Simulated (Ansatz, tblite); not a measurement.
**The cluster InHO2: removing and adding an electron**

An exercise on one series of results from a longer session: the logs are not shown, and one member is left open.

The runs use Ansatz 0.2.0, Gaussian basis; as each input shows.

Plan: charge +1 doublet, at the geometry of the singlet (PBE0-D4/def2-TZVP, PBE-D4/def2-TZVP, r2SCAN-D4/def2-TZVP, r2SCANh-D4/def2-TZVP, LDA/def2-TZVP, ωB97X-V/def2-TZVP, B97M-V/def2-TZVP, r2SCAN0-D4/def2-TZVP, CCSD(T)/def2-TZVPP); charge +1 doublet, relaxed (PBE0-D4/def2-TZVP, PBE-D4/def2-TZVP); charge -1 doublet, at the geometry of the singlet (PBE0-D4/def2-TZVPD, PBE-D4/def2-TZVPD, r2SCAN-D4/def2-TZVPD, CCSD(T)/def2-TZVPD); charge -1 doublet, relaxed (PBE0-D4/def2-TZVPD, PBE-D4/def2-TZVPD); the starting singlet's energies come from earlier runs.

2 further runs of the same task are left out: 2 set aside as unsound or not needed.

## The structure

The singlet was relaxed beforehand with PBE0-D4/def2-TZVP. At that level it is the lowest of the isomers that a small search found.

4 atoms, charge 0, spin multiplicity 1.

Atoms are counted from 1 here; the program's logs count them from 0.

Bond lengths: In1–O2 2.494 Å, In1–O3 2.108 Å, O2–O3 1.463 Å, O2–H4 0.963 Å. Angles: O2–In1–O3 35.9°, In1–O2–O3 57.5°, In1–O2–H4 121.1°, O3–O2–H4 101.4°, In1–O3–O2 86.6°.

In takes a core potential in the def2 sets. No spin-orbit coupling is included.

The first run:

in.yaml reads:

```yaml
crystal:
  periodic: [false, false, false]
  atoms:
    - {symbol: In, position_ang: [0.965013, -1.546315, 0.252952]}
    - {symbol: O, position_ang: [-0.672680, 0.231994, -0.359373]}
    - {symbol: O, position_ang: [0.093227, 0.264966, 0.887220]}
    - {symbol: H, position_ang: [-0.385560, 1.049365, -0.780799]}
basis:
  gaussian: {orbitals: def2-TZVP}
total_charge: 1
magnetization: {spin_polarized: true, initial_magnetization: 1}
hamiltonian: {xc: pbe0, dispersion: d4}
output: {orbitals: {seedname: orbitals}}
```

Command:

```
> ansatz run in.yaml --threads 2 --pin off --events-out ev --progress --plain --max-ram 4352MiB
```

Among the steps run: Charge +1 doublet at the fixed geometry, PBE0-D4/def2-TZVP; Charge +1 doublet at the fixed geometry, PBE-D4/def2-TZVP; Charge +1 doublet at the fixed geometry, r2SCAN-D4/def2-TZVP; Charge +1 doublet at the fixed geometry, r2SCANh-D4/def2-TZVP; Charge +1 doublet at the fixed geometry, LDA/def2-TZVP; Charge +1 doublet at the fixed geometry, ωB97X-V/def2-TZVP; Charge +1 doublet at the fixed geometry, B97M-V/def2-TZVP; Charge +1 doublet at the fixed geometry, r2SCAN0-D4/def2-TZVP; Charge +1 doublet at the fixed geometry, CCSD(T)/def2-TZVPP.

One table of the session follows, with a row left open; its other results are not shown here.

Beside −ε(HOMO) of the starting state:

| level | −ε(HOMO) (eV) | by difference (eV) | mismatch (eV) |
| --- | --- | --- | --- |
| LDA/def2-TZVP | 5.27 | 8.88 | -3.61 |
| PBE-D4/def2-TZVP | 5.04 | 8.56 | -3.52 |
| r2SCAN-D4/def2-TZVP | 5.34 | 8.62 | -3.28 |
| B97M-V/def2-TZVP | 5.37 | 8.61 | -3.24 |
| r2SCANh-D4/def2-TZVP | 5.90 | 8.67 | -2.77 |
| PBE0-D4/def2-TZVP | 6.50 | 8.69 | -2.19 |
| r2SCAN0-D4/def2-TZVP | ? | ? | ? |
| ωB97X-V/def2-TZVP | 8.84 | 8.85 | -0.01 |

**Question.** Estimate the row for r2SCAN0-D4/def2-TZVP.

Worked estimate for «−ε(HOMO) (eV)». Against the share of exact exchange, r2SCAN-D4/def2-TZVP (0, 5.34), r2SCANh-D4/def2-TZVP (0.1, 5.90) give a slope of 5.60 per unit share; at 0.25 the line stands at 6.74.

**Answer.** −ε(HOMO) (eV): 6.74; by difference (eV): 8.73; mismatch (eV): -2.00. In «−ε(HOMO) (eV)» the line misses by 0.00.
